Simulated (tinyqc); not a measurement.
Inside a calculation. Method: MP2 on RHF in the sto-6g basis, for H2O, spin multiplicity 1. Computed by tinyqc, a small Python program that keeps every step (integrals from PySCF). Settings: charge = 0, multiplicity = 1, basis = sto-6g, method = RHF, energy threshold = 1e-10, iteration cap = 51, orthogonalisation = symmetric, start = atomic densities, DIIS depth = 6. Command: `OMP_NUM_THREADS=1 python tinyqc.py 28837 28838 out.jsonl` (the two numbers bound the seeds that draw the settings). One thread of a shared host (Intel(R) Xeon(R) Processor @ 2.60GHz), about 0.2 s of CPU time with the checks. The early iterations of the SCF are left out here.

## One-electron integrals

Geometry (angstrom):
```
atom         x          y         z
O     0.000000   0.000000  0.000000
H     0.000000   0.756000  0.537000
H     0.000000  -0.756000  0.537000
```

Basis sto-6g: exponents (1/bohr^2) and contraction coefficients of normalised primitives:
```
element  l (shell)     exponent  coefficient
O            s (1)  1355.584234     0.009164
O            s (1)   248.544885     0.049361
O            s (1)    69.533902     0.168538
O            s (1)    23.886772     0.370563
O            s (1)     9.275933     0.416492
O            s (1)     3.820341     0.130334
O            s (2)    52.187762    -0.013253
O            s (2)    10.329320    -0.046992
O            s (2)     3.210345    -0.033785
O            s (2)     1.235135     0.250242
O            s (2)     0.536420     0.595117
O            s (2)     0.245881     0.240706
O            p (3)    52.187762     0.003760
O            p (3)    10.329320     0.037679
O            p (3)     3.210345     0.173897
O            p (3)     1.235135     0.418036
O            p (3)     0.536420     0.425860
O            p (3)     0.245881     0.101708
H            s (1)    35.523221     0.009164
H            s (1)     6.513144     0.049361
H            s (1)     1.822143     0.168538
H            s (1)     0.625955     0.370563
H            s (1)     0.243077     0.416492
H            s (1)     0.100112     0.130334
```

Overlap, kinetic and nuclear-attraction integrals over the contracted functions; the nuclear repulsion is the sum of Za Zb / Rab.

nuclear repulsion = 9.48051263 hartree

overlap S, lower triangle:
```
           1O 1s     1O 2s    1O 2px     1O 2py    1O 2pz     2H 1s     3H 1s
1O 1s   1.000000
1O 2s   0.231145  1.000000
1O 2px  0.000000  0.000000  1.000000
1O 2py  0.000000  0.000000  0.000000   1.000000
1O 2pz  0.000000  0.000000  0.000000   0.000000  1.000000
2H 1s   0.059355  0.496559  0.000000   0.328458  0.233309  1.000000
3H 1s   0.059355  0.496559  0.000000  -0.328458  0.233309  0.252451  1.000000
```

kinetic energy T (hartree), lower triangle:
```
            1O 1s     1O 2s    1O 2px     1O 2py    1O 2pz     2H 1s     3H 1s
1O 1s   29.327197
1O 2s   -0.896024  0.842618
1O 2px   0.000000  0.000000  2.531309
1O 2py   0.000000  0.000000  0.000000   2.531309
1O 2pz   0.000000  0.000000  0.000000   0.000000  2.531309
2H 1s   -0.001180  0.142991  0.000000   0.248888  0.176790  0.768522
3H 1s   -0.001180  0.142991  0.000000  -0.248888  0.176790  0.007998  0.768522
```

nuclear attraction V (hartree), lower triangle:
```
             1O 1s       1O 2s      1O 2px      1O 2py      1O 2pz      2H 1s      3H 1s
1O 1s   -62.399631
1O 2s    -6.415091  -10.123243
1O 2px    0.000000    0.000000  -10.033206
1O 2py    0.000000    0.000000    0.000000  -10.211936
1O 2pz   -0.020268   -0.222820    0.000000    0.000000  -10.123384
2H 1s    -1.889258   -4.070022    0.000000   -2.412263   -1.786067  -5.965776
3H 1s    -1.889258   -4.070022    0.000000    2.412263   -1.786067  -1.664269  -5.965776
```

core Hamiltonian H = T + V (hartree), lower triangle:
```
             1O 1s      1O 2s     1O 2px     1O 2py     1O 2pz      2H 1s      3H 1s
1O 1s   -33.072434
1O 2s    -7.311115  -9.280625
1O 2px    0.000000   0.000000  -7.501898
1O 2py    0.000000   0.000000   0.000000  -7.680627
1O 2pz   -0.020268  -0.222820   0.000000   0.000000  -7.592076
2H 1s    -1.890438  -3.927031   0.000000  -2.163374  -1.609277  -5.197254
3H 1s    -1.890438  -3.927031   0.000000   2.163374  -1.609277  -1.656271  -5.197254
```

## Two-electron integrals

Functions are numbered as in S; the eight-fold symmetry (ij|kl) = (ji|kl) = (kl|ij) leaves the list below.

Two-electron integrals (ij|kl) in chemists' order, unique and non-zero (hartree):
```
(11|11) 4.787491    (21|11) 0.675884    (21|21) 0.121505    (22|11) 1.117379
(22|21) 0.249212    (22|22) 0.817383    (31|31) 0.025762    (32|31) 0.039145
(32|32) 0.180664    (33|11) 1.117381    (33|21) 0.249212    (33|22) 0.817382
(33|33) 0.880663    (41|41) 0.025762    (42|41) 0.039145    (42|42) 0.180664
(43|43) 0.047461    (44|11) 1.117381    (44|21) 0.249212    (44|22) 0.817382
(44|33) 0.785741    (44|44) 0.880663    (51|51) 0.025762    (52|51) 0.039145
(52|52) 0.180664    (53|53) 0.047461    (54|54) 0.047461    (55|11) 1.117381
(55|21) 0.249212    (55|22) 0.817382    (55|33) 0.785741    (55|44) 0.785741
(55|55) 0.880663    (61|11) 0.185438    (61|21) 0.031932    (61|22) 0.063995
(61|33) 0.063855    (61|41) 0.001267    (61|42) 0.002467    (61|44) 0.064134
(61|51) 0.000900    (61|52) 0.001753    (61|54) 0.000198    (61|55) 0.063996
(61|61) 0.008555    (62|11) 0.424664    (62|21) 0.095911    (62|22) 0.345088
(62|33) 0.339562    (62|41) 0.006208    (62|42) 0.044564    (62|44) 0.350581
(62|51) 0.004410    (62|52) 0.031655    (62|54) 0.007827    (62|55) 0.345122
(62|61) 0.025298    (62|62) 0.176623    (63|31) 0.010988    (63|32) 0.060717
(63|43) 0.009328    (63|53) 0.006626    (63|63) 0.025882    (64|11) 0.239795
(64|21) 0.054958    (64|22) 0.210911    (64|33) 0.201247    (64|41) 0.014173
(64|42) 0.086883    (64|44) 0.226774    (64|51) 0.002262    (64|52) 0.018586
(64|54) 0.011506    (64|55) 0.204713    (64|61) 0.015210    (64|62) 0.131303
(64|64) 0.122621    (65|11) 0.170331    (65|21) 0.039037    (65|22) 0.149814
(65|33) 0.142949    (65|41) 0.002262    (65|42) 0.018586    (65|44) 0.147829
(65|51) 0.012595    (65|52) 0.073919    (65|54) 0.012794    (65|55) 0.158664
(65|61) 0.010804    (65|62) 0.093267    (65|64) 0.068716    (65|65) 0.074692
(66|11) 0.546334    (66|21) 0.125658    (66|22) 0.514028    (66|33) 0.493232
(66|41) 0.011194    (66|42) 0.107394    (66|44) 0.534698    (66|51) 0.007951
(66|52) 0.076284    (66|54) 0.029454    (66|55) 0.514154    (66|61) 0.033549
(66|62) 0.323339    (66|64) 0.274983    (66|65) 0.195325    (66|66) 0.774999
(71|11) 0.185438    (71|21) 0.031932    (71|22) 0.063995    (71|33) 0.063855
(71|41) -0.001267   (71|42) -0.002467   (71|44) 0.064134    (71|51) 0.000900
(71|52) 0.001753    (71|54) -0.000198   (71|55) 0.063996    (71|61) 0.008420
(71|62) 0.024413    (71|64) 0.013282    (71|65) 0.010416    (71|66) 0.031851
(71|71) 0.008555    (72|11) 0.424664    (72|21) 0.095911    (72|22) 0.345088
(72|33) 0.339562    (72|41) -0.006208   (72|42) -0.044564   (72|44) 0.350581
(72|51) 0.004410    (72|52) 0.031655    (72|54) -0.007827   (72|55) 0.345122
(72|61) 0.024413    (72|62) 0.144098    (72|64) 0.073440    (72|65) 0.073889
(72|66) 0.217941    (72|71) 0.025298    (72|72) 0.176623    (73|31) 0.010988
(73|32) 0.060717    (73|43) -0.009328   (73|53) 0.006626    (73|63) 0.020473
(73|73) 0.025882    (74|11) -0.239795   (74|21) -0.054958   (74|22) -0.210911
(74|33) -0.201247   (74|41) 0.014173    (74|42) 0.086883    (74|44) -0.226774
(74|51) -0.002262   (74|52) -0.018586   (74|54) 0.011506    (74|55) -0.204713
(74|61) -0.013282   (74|62) -0.073440   (74|64) -0.017305   (74|65) -0.036759
(74|66) -0.097058   (74|71) -0.015210   (74|72) -0.131303   (74|74) 0.122621
(75|11) 0.170331    (75|21) 0.039037    (75|22) 0.149814    (75|33) 0.142949
(75|41) -0.002262   (75|42) -0.018586   (75|44) 0.147829    (75|51) 0.012595
(75|52) 0.073919    (75|54) -0.012794   (75|55) 0.158664    (75|61) 0.010416
(75|62) 0.073889    (75|64) 0.036759    (75|65) 0.057791    (75|66) 0.122758
(75|71) 0.010804    (75|72) 0.093267    (75|74) -0.068716   (75|75) 0.074692
(76|11) 0.166456    (76|21) 0.037913    (76|22) 0.146222    (76|33) 0.143145
(76|44) 0.146171    (76|51) 0.002835    (76|52) 0.023496    (76|55) 0.149350
(76|61) 0.009880    (76|62) 0.073013    (76|64) 0.046675    (76|65) 0.043356
(76|66) 0.134727    (76|71) 0.009880    (76|72) 0.073013    (76|74) -0.046675
(76|75) 0.043356    (76|76) 0.036037    (77|11) 0.546334    (77|21) 0.125658
(77|22) 0.514028    (77|33) 0.493232    (77|41) -0.011194   (77|42) -0.107394
(77|44) 0.534698    (77|51) 0.007951    (77|52) 0.076284    (77|54) -0.029454
(77|55) 0.514154    (77|61) 0.031851    (77|62) 0.217941    (77|64) 0.097058
(77|65) 0.122758    (77|66) 0.343338    (77|71) 0.033549    (77|72) 0.323339
(77|74) -0.274983   (77|75) 0.195325    (77|76) 0.134727    (77|77) 0.774999
```

## Orthogonalisation

S = U s U^T; symmetric (Loewdin) form X = U s^(-1/2) U^T, so that X^T S X = 1.

eigenvalues of S: 0.322854  0.392421  0.891743  1.000000  1.083106  1.355129  1.954748

X, lower triangle:
```
            1O 1s      1O 2s    1O 2px     1O 2py     1O 2pz      2H 1s     3H 1s
1O 1s    1.022959
1O 2s   -0.140368   1.275620
1O 2px   0.000000   0.000000  1.000000
1O 2py   0.000000   0.000000  0.000000   1.131013
1O 2pz  -0.009542   0.117573  0.000000   0.000000   1.054263
2H 1s    0.020646  -0.319240  0.000000  -0.251553  -0.147775   1.233263
3H 1s    0.020646  -0.319240  0.000000   0.251553  -0.147775  -0.091092  1.233263
```

## Iteration 8 (converged): orbitals

converged F (hartree), lower triangle:
```
             1O 1s      1O 2s     1O 2px     1O 2py     1O 2pz      2H 1s      3H 1s
1O 1s   -20.491157
1O 2s    -4.963532  -2.349731
1O 2px    0.000000   0.000000  -0.396190
1O 2py    0.000000   0.000000   0.000000  -0.355411
1O 2pz   -0.029624  -0.134487   0.000000   0.000000  -0.371750
2H 1s    -1.282641  -1.061621   0.000000  -0.412598  -0.359026  -0.616195
3H 1s    -1.282641  -1.061621   0.000000   0.412598  -0.359026  -0.412197  -0.616195
```

Diagonalise F' = X^T F X, C = X C', fill 5 alpha and 5 beta electrons from the bottom; D = 2 C_occ C_occ^T. Each column has its largest component positive (the first on a tie).

F' = X^T F X (hartree), lower triangle:
```
            1          2          3          4          5          6         7
1  -20.160181
2   -2.507271  -1.150566
3    0.000000   0.000000  -0.396190
4    0.000000   0.000000   0.000000  -0.010902
5   -0.044257   0.114116   0.000000   0.000000  -0.223778
6   -0.235664  -0.548417   0.000000  -0.501154  -0.325455   0.034218
7   -0.235664  -0.548417   0.000000   0.501154  -0.325455  -0.112828  0.034218
```

orbital energies (hartree): MO1 -20.494470, MO2 -1.286018, MO3 -0.645053, MO4 -0.451801, MO5 -0.396190, MO6 0.619154, MO7 0.781197

coefficients C:
```
              MO1        MO2        MO3        MO4       MO5        MO6        MO7
1O 1s    0.996579  -0.221147   0.000000   0.093943  0.000000  -0.127239   0.000000
1O 2s    0.016505   0.828081   0.000000  -0.526890  0.000000   0.949188   0.000000
1O 2px   0.000000   0.000000   0.000000   0.000000  1.000000   0.000000   0.000000
1O 2py   0.000000   0.000000   0.605651   0.000000  0.000000   0.000000   1.019281
1O 2pz   0.003349   0.134919   0.000000   0.799410  0.000000   0.715394   0.000000
2H 1s   -0.004030   0.157133   0.436970   0.260375  0.000000  -0.827015  -0.865618
3H 1s   -0.004030   0.157133  -0.436970   0.260375  0.000000  -0.827015   0.865618
```

D after iteration 8, lower triangle:
```
            1O 1s      1O 2s    1O 2px     1O 2py    1O 2pz      2H 1s     3H 1s
1O 1s    2.101802
1O 2s   -0.432353   1.927208
1O 2px   0.000000   0.000000  2.000000
1O 2py   0.000000   0.000000  0.000000   0.733627
1O 2pz   0.097199  -0.618843  0.000000   0.000000  1.314543
2H 1s   -0.028610  -0.014272  0.000000   0.529304  0.458666   0.566890
3H 1s   -0.028610  -0.014272  0.000000  -0.529304  0.458666  -0.196882  0.566890
```

## Convergence

Stop when the energy changes by less than 1e-10 hartree and every element of the error matrix X^T (F D S - S D F) X is below 3e-06.

Course of the cycle:
```
iteration   E (hartree)     change  largest element of the error matrix
1          -76.29226044          -                             1.39e+00
2          -75.63998129   6.52e-01                             1.80e-01
3          -75.67007261  -3.01e-02                             1.94e-02
4          -75.67042506  -3.52e-04                             4.25e-03
5          -75.67044726  -2.22e-05                             1.02e-04
6          -75.67044728  -2.88e-08                             1.29e-05
7          -75.67044728  -2.85e-10                             8.89e-07
8          -75.67044728  -1.35e-12                             1.81e-10
```

PySCF RHF in the same basis = -75.67044728 hartree

Converged in 8 iterations.

## Integrals over molecular orbitals

(pq|rs) = sum C_ip C_jq C_kr C_ls (ij|kl), one index at a time.

one-electron integrals over orbitals h = C^T H C (hartree), lower triangle:
```
            1          2          3          4          5          6          7
1  -33.058556
2    0.567081  -7.746449
3    0.000000   0.000000  -6.459775
4   -0.235107   0.409024   0.000000  -7.110751
5    0.000000   0.000000   0.000000   0.000000  -7.501898
6    0.335773  -1.440000   0.000000  -0.996115   0.000000  -5.346837
7    0.000000   0.000000  -1.721488   0.000000   0.000000   0.000000  -5.651091
```

Two-electron integrals over orbitals (pq|rs), unique and non-zero (hartree):
```
(11|11) 4.761101    (21|11) -0.425229   (21|21) 0.061573    (22|11) 1.017639
(22|21) -0.013736   (22|22) 0.731839    (31|31) 0.011286    (32|31) 0.017913
(32|32) 0.147261    (33|11) 0.808682    (33|21) -0.004119   (33|22) 0.651359
(33|33) 0.642040    (41|11) 0.186178    (41|21) -0.023686   (41|22) 0.016545
(41|33) 0.006084    (41|41) 0.029737    (42|11) -0.124800   (42|21) 0.009748
(42|22) 0.008644    (42|33) 0.007038    (42|41) 0.019573    (42|42) 0.123930
(43|31) -0.003399   (43|32) 0.018344    (43|43) 0.045353    (44|11) 1.022760
(44|21) -0.013869   (44|22) 0.684404    (44|33) 0.607970    (44|41) -0.012318
(44|42) -0.105190   (44|44) 0.805190    (51|51) 0.026732    (52|51) 0.032286
(52|52) 0.144597    (53|53) 0.029350    (54|51) -0.013180   (54|52) -0.045524
(54|54) 0.056396    (55|11) 1.117076    (55|21) -0.011184   (55|22) 0.749574
(55|33) 0.634955    (55|41) 0.004578    (55|42) -0.063910   (55|44) 0.739454
(55|55) 0.880663    (61|11) -0.265141   (61|21) 0.041160    (61|22) -0.002147
(61|33) -0.000083   (61|41) -0.002708   (61|42) 0.020288    (61|44) -0.019356
(61|55) -0.006216   (61|61) 0.035923    (62|11) 0.327992    (62|21) -0.008060
(62|22) 0.145493    (62|33) 0.076788    (62|41) 0.018879    (62|42) 0.020074
(62|44) 0.098137    (62|55) 0.163025    (62|61) 0.004587    (62|62) 0.103609
(63|31) 0.003128    (63|32) -0.043598   (63|43) -0.027099   (63|63) 0.073204
(64|11) 0.198700    (64|21) -0.000990   (64|22) 0.089819    (64|33) 0.040653
(64|41) 0.003325    (64|42) -0.021645   (64|44) 0.113000    (64|55) 0.105933
(64|61) 0.001424    (64|62) 0.061534    (64|64) 0.060428    (65|51) 0.016635
(65|52) 0.061461    (65|54) -0.003170   (65|65) 0.039728    (66|11) 0.809185
(66|21) -0.007614   (66|22) 0.615903    (66|33) 0.575466    (66|41) 0.022069
(66|42) 0.061412    (66|44) 0.549566    (66|55) 0.589320    (66|61) 0.007091
(66|62) 0.095843    (66|64) 0.042578    (66|66) 0.599036    (71|31) 0.016136
(71|32) 0.023728    (71|43) -0.005080   (71|63) 0.004068    (71|71) 0.023139
(72|31) 0.013823    (72|32) 0.038989    (72|43) -0.032921   (72|63) 0.035812
(72|71) 0.018678    (72|72) 0.060927    (73|11) 0.364378    (73|21) -0.007407
(73|22) 0.137909    (73|33) 0.092503    (73|41) -0.001079   (73|42) -0.072769
(73|44) 0.166127    (73|55) 0.188477    (73|61) -0.006949   (73|62) 0.079394
(73|64) 0.070736    (73|66) 0.037129    (73|73) 0.149982    (74|31) -0.009618
(74|32) -0.075543   (74|43) 0.005935    (74|63) 0.042822    (74|71) -0.013388
(74|72) -0.016926   (74|74) 0.066414    (75|53) 0.023736    (75|75) 0.024493
(76|31) 0.009917    (76|32) 0.102823    (76|43) 0.044257    (76|63) -0.067809
(76|71) 0.013258    (76|72) -0.009255   (76|74) -0.057121   (76|76) 0.119321
(77|11) 0.883606    (77|21) -0.009488   (77|22) 0.629513    (77|33) 0.617468
(77|41) 0.003780    (77|42) -0.014074   (77|44) 0.617314    (77|55) 0.630721
(77|61) -0.005726   (77|62) 0.072298    (77|64) 0.038482    (77|66) 0.569625
(77|73) 0.096407    (77|77) 0.626435
```

## Second-order Moller-Plesset energy

Hartree-Fock energy = -75.67044728 hartree

E2 = sum_ijab (ia|jb) [2 (ia|jb) - (ib|ja)] / (e_i + e_j - e_a - e_b) over occupied i, j and virtual a, b; the opposite-spin part is (ia|jb)^2 / denominator, the rest is same-spin, and SCS-MP2 scales them by 6/5 and 1/3.

Terms:
```
i  j  a  b    (ia|jb)    (ib|ja)  denominator       term
3  3  7  7   0.149982   0.149982    -2.852499  -0.007886
2  3  6  7   0.079394   0.035812    -3.331421  -0.002931
3  2  7  6   0.079394   0.035812    -3.331421  -0.002931
2  2  6  6   0.103609   0.103609    -3.810343  -0.002817
3  4  7  6   0.070736   0.042822    -2.497205  -0.002794
4  3  6  7   0.070736   0.042822    -2.497205  -0.002794
3  3  6  6   0.073204   0.073204    -2.528414  -0.002119
4  4  7  7   0.066414   0.066414    -2.465996  -0.001789
4  4  6  6   0.060428   0.060428    -2.141910  -0.001705
2  4  6  6   0.061534   0.061534    -2.976126  -0.001272
4  2  6  6   0.061534   0.061534    -2.976126  -0.001272
2  2  7  7   0.060927   0.060927    -4.134429  -0.000898
5  5  6  6   0.039728   0.039728    -2.030687  -0.000777
4  3  7  6   0.042822   0.070736    -2.497205  -0.000256
3  4  6  7   0.042822   0.070736    -2.497205  -0.000256
5  5  7  7   0.024493   0.024493    -2.354773  -0.000255
2  4  7  7  -0.016926  -0.016926    -3.300212  -0.000087
4  2  7  7  -0.016926  -0.016926    -3.300212  -0.000087
2  3  7  6   0.035812   0.079394    -3.331421   0.000084
3  2  6  7   0.035812   0.079394    -3.331421   0.000084
1  1  6  6   0.035923   0.035923   -42.227247  -0.000031
1  2  7  7   0.018678   0.018678   -23.342881  -0.000015
2  1  7  7   0.018678   0.018678   -23.342881  -0.000015
1  1  7  7   0.023139   0.023139   -42.551333  -0.000013
1  4  7  7  -0.013388  -0.013388   -22.508664  -0.000008
4  1  7  7  -0.013388  -0.013388   -22.508664  -0.000008
3  1  7  6  -0.006949   0.004068   -22.539873  -0.000006
1  3  6  7  -0.006949   0.004068   -22.539873  -0.000006
3  1  6  7   0.004068  -0.006949   -22.539873  -2.72e-06
1  3  7  6   0.004068  -0.006949   -22.539873  -2.72e-06
2  1  6  6   0.004587   0.004587   -23.018795  -9.14e-07
1  2  6  6   0.004587   0.004587   -23.018795  -9.14e-07
1  4  6  6   0.001424   0.001424   -22.184578  -9.14e-08
4  1  6  6   0.001424   0.001424   -22.184578  -9.14e-08
```

Pair energies (hartree; pair i-j sums ij and ji):
```
pair  opposite spin  same spin
1-1       -0.000043   0.000000
2-1       -0.000032   0.000000
2-2       -0.003715   0.000000
3-1       -0.000006  -0.000011
3-2       -0.004554  -0.001140
3-3       -0.010005   0.000000
4-1       -0.000016   0.000000
4-2       -0.002718   0.000000
4-3       -0.005476  -0.000624
4-4       -0.003494   0.000000
5-5       -0.001032   0.000000
```

MP2 correlation energy = -0.03286603 hartree

SCS-MP2 correlation energy = -0.03790082 hartree

MP2 total energy = -75.70331331 hartree
